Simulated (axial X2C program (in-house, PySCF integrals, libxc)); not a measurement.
# PN along the bond: PBE0, with spin–orbit coupling

Computed with an in-house relativistic program for diatomic molecules. Two-component (2c) means X2C with spin–orbit coupling and atomic mean-field two-electron Coulomb and Gaunt terms. Basis: P dyall-v3z [8s7p2d1f], N dyall-av3z [7s7p3d2f] (cores contracted in-house); Gaussian nuclei, density fitting, unrestricted open shells. Masses: P 30.974 u, N 14.003 u.

State: Ω = 0 (closed shell). Dipoles are positive if N is the positive end.

| R (Å) | μ (D) | HOMO (eV) | LUMO (eV) |
| --- | --- | --- | --- |
| 1.295 | -2.896 | -9.00 | -1.65 |
| 1.354 | -2.878 | -9.13 | -1.87 |
| 1.399 | -2.864 | -9.21 | -2.05 |
| 1.443 | -2.850 | -9.27 | -2.23 |
| 1.488 | -2.835 | -9.32 | -2.41 |
| 1.540 | -2.820 | -9.32 | -2.61 |
| 1.592 | -2.804 | -9.14 | -2.82 |
| 1.659 | -2.786 | -8.92 | -3.07 |
| 1.741 | -2.767 | -8.69 | -3.36 |
| 1.860 | -2.744 | -8.39 | -3.75 |

Question: The minimum lies at 1.485 Å. What is the dipole moment there, and its slope?

Answer: At PBE0, 2c, with the sign and origin stated: μ = -2.84 D, dμ/dR = 0.32 D/Å.

The state is a single determinant with fixed occupations, the lowest that a limited PBE0 search found. The closed shell is kept restricted, so the energy runs too high when the bond is stretched far.
